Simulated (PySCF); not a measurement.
C5H10N (doublet state).
Structure used (GFN2-xTB), in Å, numbered top down from 1:
```
atom  x, y, z in Å
C1     1.870   -0.803    0.954
N2     1.115   -0.748   -0.204
C3    -0.016    0.169   -0.329
C4     0.392    1.604    0.001
C5    -1.148   -0.288    0.547
C6    -2.327   -0.688    0.102
H7     2.161    0.124    1.405
H8     2.503   -1.660    1.073
H9     0.893   -1.665   -0.570
H10   -0.327    0.124   -1.381
H11   -0.407    2.281   -0.289
H12    0.570    1.721    1.066
H13    1.296    1.870   -0.541
H14   -0.909   -0.323    1.602
H15   -2.577   -0.661   -0.946
H16   -3.095   -1.048    0.765
```

The hyperfine couplings belong to this conformer and change with its torsions.

The species is `[CH2]N[C@H](C)C=C` [radical].

The calculation used UKS B3LYP, pcH-1 on C H N, non-relativistic, mean-field spin-orbit, GIAO in PySCF 2.14.0. The structure is a single GFN2-xTB conformer in the gas phase; no vibrational or solvent corrections. A GFN2-xTB geometry isn't a minimum of the functional, and hyperfine couplings can be far from their values at a DFT geometry. No stability test was run, so a lower SCF solution isn't excluded.

(1) Where do the isotropic ENDOR lines of N2, H8, H9, H10, H16, H15 and H14 fall at 345.0 mT, to first order?

(2) Which pairs are centred on the nuclear Larmor frequency, and which on half the coupling?

Answers

(1) For S = 1/2 in fast tumbling each set of equivalent nuclei gives two lines, ν± = |νn ± a/2| to first order, with νn = g_N μN B/h and μN/h = 7.62259 MHz/T.

```
nuclei  isotope     g_N  νn (MHz)  a_iso (MHz)  lower line (MHz)  upper line (MHz)
    N2      14N  0.4038      1.06        18.54              8.21             10.33
    H8       1H  5.5857     14.69       -42.72              6.67             36.05
    H9       1H  5.5857     14.69        -5.34             12.02             17.36
   H10       1H  5.5857     14.69         2.79             13.30             16.08
   H16       1H  5.5857     14.69         2.50             13.44             15.94
   H15       1H  5.5857     14.69         2.20             13.59             15.79
   H14       1H  5.5857     14.69         0.55             14.42             14.96
```

(2) Centred on νn, since |a| < 2νn: H9, H10, H16, H15 and H14. Centred on |a|/2 and split by 2νn: N2 and H8.

Couplings of abundant isotopes left out: H7 (-29.2 MHz).

H7 and H8 aren't averaged: C1 is flat or nearly so (angle sum 353°), and its turn about the short C1–N2 bond (1.38 Å) is taken as slow.

The largest Mulliken spin populations are on C1 (+0.85) and N2 (+0.18). The angles at C1 add up to 353.3°, so it is slightly pyramidal.
